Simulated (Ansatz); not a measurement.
hcp Co, treated with PBEsol (Ansatz, a quantum-chemistry and plane-wave program, plane waves, PAW).

Run with plane-wave cutoff 520 eV, 24×24×14 k mesh (along the axes of the cell as run), Fermi–Dirac smearing 0.05 eV, spin-polarised with parallel moments, scalar-relativistic PAW data made under PBE.

Response to compression and expansion (c/a stays at 1.615):

Shape and atoms are relaxed at each volume.

| V (Å³/atom) | P (GPa) | moment (μB per cell of 2 atoms) |
|---|---|---|
| 9.959 | 10.87 | 3.07 |
| 10.166 | 5.10 | 3.11 |
| 10.374 | -0.01 | 3.15 |
| 10.581 | -4.58 | 3.19 |
| 10.789 | -8.70 | 3.22 |

Note: the bulk modulus comes from volumes at which shape and atoms were relaxed.
